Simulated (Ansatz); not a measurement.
Breaking a bond: SH, doublet.

Methods: UCCSDT(Q) = CCSDT(Q) on UHF/cc-pVDZ, frozen core run with Ansatz (an electronic-structure program); FCI = full CI/cc-pVDZ, frozen core in Ansatz.

Energies relative to the lowest point of each curve near equilibrium, in kcal/mol:

```csv
R / Å,UCCSDT(Q)
1.03,60.8
1.14,21.6
1.22,7.5
1.27,2.8
1.32,0.5
1.39,0.2
1.42,1.0
1.82,29.9
2.00,44.2
2.96,76.1
4.13,78.4
4.74,78.5
```

Question: Predict the corresponding FCI column.

Answer: 1.03: 60.8; 1.14: 21.6; 1.22: 7.5; 1.27: 2.8; 1.32: 0.5; 1.39: 0.2; 1.42: 1.0; 1.82: 29.9; 2.00: 44.2; 2.96: 76.1; 4.13: 78.5; 4.74: 78.5 (kcal/mol).

The scan ran from 1.03 to 5.33 Å; beyond the distances shown full CI changes its symmetry label. The unrestricted determinant behind UCCSDT(Q) is spin-contaminated at 1.82 to 4.74 Å (<S²> up to 1.8, against 0.75 for a pure doublet).
